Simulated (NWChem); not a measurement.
# Correlation energy of CH (+1)

```
C
H 1 1.1472
```
Charge +1, spin multiplicity 1.

All runs are NWChem calculations. Structure: optimised with PBE0/def2-SVP, a minimum by its harmonic frequencies.

Basis set: def2-TZVP. Each correlation energy counts from its own Hartree-Fock reference.

The correlated methods keep 1 core orbital frozen. The structure started from a generated list of species. No row is a measurement; the coupled-cluster row has its own basis-set and correlation limits.

**Question.** Order these methods by the correlation energy they give, lowest first: SCS-MP2, MP2, CR-CCSD(T), CCSD.

**Answer.** CR-CCSD(T) (-113.8 mHa), CCSD (-111.9 mHa), SCS-MP2 (-93.3 mHa), MP2 (-82.0 mHa)
